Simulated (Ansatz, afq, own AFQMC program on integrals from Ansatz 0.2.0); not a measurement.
# BO⁻, triplet in aug-cc-pVDZ, levels against CCSDT(Q)

```yaml
atoms:
  - { symbol: B, position_ang: [0.0000, 0.0000, 0.0000] }
  - { symbol: O, position_ang: [0.0000, 0.0000, 1.2006] }
```

Basis aug-cc-pVDZ. Noble-gas cores (and the filled d shells of Ga–Kr and In–Xe) are frozen. Integrals, coupled cluster, full CI and functionals: Ansatz 0.2.0; the random walks run on the same integrals in our own AFQMC program. ph-AFQMC/CISD is guided by a CISD state made of CCSD amplitudes; releasing the constraint for a short imaginary time cuts its bias at the price of noise, slowly where states lie close. Error bars are statistical, one sigma.

Determinant: ROHF, the one that the program's search chose, which needn't be the lowest solution. The geometry is a PBE0/def2-TZVP stationary point of this or a neighbouring charge and spin state.

No full CI on the walks' own integrals is used here; CCSDT(Q) serves as the reference and is uncertain by about the last step of the cluster series.

Cautions: lower spins were not checked; at this level and basis the anion state lies above a neutral one.

* T1 diagnostic: 0.0301
* weight of the determinant in the CISD state: 0.895
* size of the correlated space: 10 electrons in 44 orbitals

```json
{"level": "MP2", "correlation energy (eV)": "-6.9797"}
{"level": "CCSD", "correlation energy (eV)": "-7.0842"}
{"level": "CCSD(T)", "correlation energy (eV)": "-7.3684"}
```

Q: Estimate where phaseless AFQMC with a CISD trial lies against CCSD(T) on the same integrals.

A: 3.2 ± 0.5 kJ/mol below CCSD(T).

Reference: CCSDT(Q), correlation energy -7.410 eV. The released energy is read at 2.40 1/Eh (meV from the phaseless value at times in 1/Eh: -6 ± 6 at 0.24, -2 ± 5 at 0.51, -16 ± 6 at 0.99, -15 ± 4 at 1.62, -10 ± 5 at 2.40).

```csv
level,E − E(reference) (kJ/mol),share of correlation (%)
CCSD(T),4.0,99.44
CCSDT,2.0,99.73
ph-AFQMC/CISD,0.8 ± 0.5,99.89
released AFQMC,-0.2 ± 0.5,100.03
```

A walk keeps the symmetry of its determinant, which the program's search chose and which needn't be the lowest solution, so a lower state of the same spin and another symmetry isn't excluded. Released energies are given only where the last usable release times agree within the noise; a slower fall can still hide under it.
